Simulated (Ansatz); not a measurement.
We consider α-quartz (SiO2), described by r²SCAN+rVV10 in Ansatz (plane waves, PAW).

The input as run:

Ansatz 0.2 input:
```yaml
crystal:
  lattice:
    - [2.4181938882, -4.188434677, 0.0]
    - [2.4181938882, 4.188434677, 0.0]
    - [0.0, 0.0, 5.3405609251]
  atoms:
    - { symbol: Si, position: [0.0, 0.4640579423, 0.3333333333] }
    - { symbol: Si, position: [0.5359420577, 0.5359420577, 0.0] }
    - { symbol: Si, position: [0.4640579423, 0.0, 0.6666666667] }
    - { symbol: O, position: [0.2771949189, 0.4106812857, 0.2219474016] }
    - { symbol: O, position: [0.5893187143, 0.8665136332, 0.8886140682] }
    - { symbol: O, position: [0.7228050811, 0.1334863668, 0.4447192651] }
    - { symbol: O, position: [0.8665136332, 0.5893187143, 0.1113859318] }
    - { symbol: O, position: [0.4106812857, 0.2771949189, 0.7780525984] }
    - { symbol: O, position: [0.1334863668, 0.7228050811, 0.5552807349] }
basis:
  ecutwfc: 560
  ecutrho_ratio: 4
  xc_grid: 3
kpoints:
  mp_grid: { grid: [12, 12, 6] }
hamiltonian:
  xc: r2scan
  dispersion: rvv10
  pseudopotentials: { kind: paw }
scf:
  occupations: { method: fermi_dirac, width: 0.01 }
output:
  forces: true
  stress: true
  eigenvalues: true
relax:
  f_tol: 0.004
  escape_saddle: false
  max_steps: 80
  cell: { stress_tol: 0.02, fix: [volume] }
```

Excerpt of the program's output:

```
Relaxation: its limit of steps is 80 (relax.max_steps)
Crystal: 9 atoms, lattice volume = 108.183 Å³
Basis set: ecut = 560 eV, 3249 PW (Γ), exchange–correlation on 120×120×135 points (27 copies of the dense FFT grid, shifted against one another)
Bands: 33, of which v1, the nominal top of the filled ones, is band 24 counted from 1 (23 counted from 0)
Symmetry: 6 space group operations
Space group: P3221 (ITA 154), of the structure as read, at distance tolerance 4.8e-5 Å
k-points: 100 of 864 (time reversal used)
Functional: x = r2scan, c = r2scan + rvv10(b = 11.95, C = 0.0093); τ floored in thin density (d = 2e-4 eV/Å³)
SCF iter   1: F=—  HF=-5336.826141 eV  |F-HF|=—  |Δ(HF+E_count)|=         —  Δρ=6.56e-3  dr2=4.44e-2  dr2_τ=8.09e-1
SCF iter   2: F=—  HF=-5337.092369 eV  |F-HF|=—  |Δ(HF+E_count)|=   2.66e-1  Δρ=4.80e-3  dr2=1.83e-2  dr2_τ=9.01e-4
  ...
SCF 1 converged in 7 iterations: F = -5337.088697 eV  dr2 = 4.73e-8
Crystal: 9 atoms, lattice volume = 108.183 Å³
Initial density: handed on by an earlier stage of this run
SCF 2 converged in 5 iterations: F = -5337.097425 eV  dr2 = 6.51e-7
  ...
Crystal: 9 atoms, lattice volume = 108.183 Å³
SCF 4 converged in 4 iterations: F = -5337.111909 eV  dr2 = 4.37e-7
Crystal: 9 atoms, lattice volume = 108.183 Å³
SCF 5 converged in 6 iterations: F = -5337.112014 eV  dr2 = 9.89e-10
Crystal: 9 atoms, lattice volume = 108.183 Å³
SCF iter   4: F=—  HF=-5337.112004 eV  |F-HF|=—  |Δ(HF+E_count)|=   4.80e-9  Δρ=2.57e-7  dr2=5.01e-11  dr2_τ=1.25e-11
SCF iter   5: F=-5337.112004 eV  HF=-5337.112004 eV  |F-HF|=9.09e-13  |Δ(HF+E_count)|=  1.82e-12  Δρ=6.14e-8  dr2=3.35e-12  dr2_τ=6.66e-13
SCF 6 converged in 5 iterations: F = -5337.112004 eV  dr2 = 3.35e-12
SCF converged after 5 iterations
Free energy (F): -5337.112004 eV
Internal energy: -5337.112004 eV  (E = F + TS)
E sigma→0 (E₀):  -5337.112004 eV
Fermi energy:    5.852701 eV
--- Forces (eV/Å), atoms counted from 1 ---
  atom   1  Si     0.00184444     0.00319467    -0.00000000
  atom   2  Si    -0.00368889     0.00000000    -0.00000000
  atom   3  Si     0.00184444    -0.00319467     0.00000000
  atom   4  O      0.00066907    -0.00135166    -0.00035710
  atom   5  O      0.00083603     0.00125526    -0.00035710
  atom   6  O     -0.00150510    -0.00009639     0.00035710
  atom   7  O      0.00083603    -0.00125526     0.00035710
  atom   8  O      0.00066907     0.00135166     0.00035710
  atom   9  O     -0.00150510     0.00009639    -0.00035710
--- Stress (GPa, compression-positive) ---
        0.915298      -0.000000       0.000000
        0.000000       0.915298      -0.000000
        0.000000      -0.000000       0.908400
  P = ⅓ Tr σ = 0.9130 GPa (9.130 kbar)
```

The cell is one volume of an energy–volume scan, off the minimum.

The PAW data were made under PBE.

The result took about 9 core-minutes (a rough figure).

Ansatz is a program for electronic structure.
